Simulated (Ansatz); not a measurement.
**C2H3NO: ionisation energy by level of theory**

One table from this session's results is given with a row withheld; the runs are named, their logs left out.

Computed with Ansatz 0.2.0, Gaussian basis. Level: unrestricted cation, the program's frozen cores in correlated methods.

Plan: UKS PBE-D4/def2-TZVPP; UKS r2SCAN-D4/def2-TZVPP; UKS PBE0-D4/def2-TZVPP; UKS B3LYP-D4/def2-TZVPP; UKS wB97X-V/def2-TZVPP; UKS wB97M-V/def2-TZVPP; UKS B2PLYP/def2-TZVPP; UHF-CCSD(T)/def2-TZVPP; UHF-MP2/def2-QZVPP; extrapolation to the limit; then −ε(HOMO) from the neutral's earlier runs with LDA (SPW92), PBE-D4, revPBE-D4, BLYP-D4, r2SCAN-D4, B97M-V, PBE0-D4, B3LYP-D4, r2SCANh-D4, r2SCAN0-D4, HSE06-D4, BHLYP-D4, CAM-B3LYP-D4, LC-ωPBE, ωB97X-V, ωB97M-V.

## The geometry

All runs share one geometry, relaxed beforehand with PBE0-D4 in a triple-zeta def2 set.

SMILES `C=NC=O`, 7 atoms, charge 0, spin multiplicity 1.

Atoms are counted from 1 here; the program's logs count them from 0.

Bond lengths: C1–N2 1.258 Å, C1–H5 1.095 Å, C1–H6 1.089 Å, N2–C3 1.390 Å, C3–O4 1.200 Å, C3–H7 1.106 Å. Angles: N2–C1–H5 123.0°, N2–C1–H6 119.3°, H5–C1–H6 117.7°, C1–N2–C3 121.6°, N2–C3–O4 124.7°, N2–C3–H7 112.1°, O4–C3–H7 123.0°.

Set-up of the first run:

The input, in.yaml:

```yaml
crystal:
  periodic: [false, false, false]
  atoms:
    - {symbol: C, position_ang: [-0.759311, 0.847230, 0.010155]}
    - {symbol: N, position_ang: [0.417699, 0.482844, 0.265377]}
    - {symbol: C, position_ang: [0.848399, -0.814791, 0.014803]}
    - {symbol: O, position_ang: [0.963460, -1.298204, -1.077015]}
    - {symbol: H, position_ang: [-1.524620, 0.164993, -0.373226]}
    - {symbol: H, position_ang: [-1.043123, 1.885856, 0.175085]}
    - {symbol: H, position_ang: [1.158797, -1.335927, 0.939122]}
basis:
  gaussian: {orbitals: def2-TZVPP}
total_charge: 1
magnetization: {spin_polarized: true, initial_magnetization: 1}
hamiltonian: {xc: pbe, dispersion: d4}
```

Started as:

```console
$ ansatz run in.yaml --threads 2 --pin off --events-out ev --progress --plain --max-ram 4352MiB
```

Steps of the session up to this table: Cation, UKS PBE-D4/def2-TZVPP; Cation, UKS r2SCAN-D4/def2-TZVPP; Cation, UKS PBE0-D4/def2-TZVPP; Cation, UKS B3LYP-D4/def2-TZVPP; Cation, UKS wB97X-V/def2-TZVPP; Cation, UKS wB97M-V/def2-TZVPP; Cation, UKS B2PLYP (frozen core)/def2-TZVPP; Cation, UHF-CCSD(T)/def2-TZVPP; Cation, UHF-MP2/def2-QZVPP.

One of the session's tables, all rows but one given; the rest of the session is left out.

It belongs to the step «Ionisation energies side by side». Orbital estimates, from the neutral's runs:

```
  functional  −ε(HOMO) (eV)
 LDA (SPW92)           6.34
      PBE-D4           6.18
   revPBE-D4           6.11
     BLYP-D4           6.11
   r2SCAN-D4           6.47
      B97M-V           6.62
     PBE0-D4           7.74
    B3LYP-D4           7.53
  r2SCANh-D4           7.06
  r2SCAN0-D4           7.95
    HSE06-D4           7.33
    BHLYP-D4           9.26
CAM-B3LYP-D4           9.21
     LC-ωPBE          10.50
     ωB97X-V          10.18
     ωB97M-V              ?
```

**Question.** Estimate the row for ωB97M-V.

**Answer.** −ε(HOMO) (eV): 10.12. In the column «−ε(HOMO) (eV)» it lies between BHLYP-D4 (9.26) and ωB97X-V (10.18).

To keep in mind: The cation may have settled in a state other than its lowest; no search over hole states beyond the program's own was made.
